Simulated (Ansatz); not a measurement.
Se (Pm-3m, No. 221, 1 atom in the cell; start mp-7755; another form than the element's usual one)

Calculation: PBEsol (PAW; Ansatz, an electronic-structure program).

Settings: plane-wave cutoff 500 eV, 14×14×14 k mesh, Fermi–Dirac smearing 0.05 eV, scalar-relativistic PAW data made under PBE.

Cell (relaxed at this level):

```
CELL_PARAMETERS angstrom
      2.78515     0.00000     0.00000
      0.00000     2.78515     0.00000
      0.00000     0.00000     2.78515
ATOMIC_POSITIONS crystal
  Se 0.00000 0.00000 0.00000
```

```
Quantity  Value
--------  -----
band gap   none
```

Note: the relaxation could not lower the start's symmetry, so the cell can be a saddle point above a distorted one.

Spin–orbit coupling is not included.

The computed numbers hold no vibrational or temperature effects.

It cost around 8 core-seconds (rough) of CPU time.

A start named mp-… is a Materials Project structure, which need not be a measured phase.
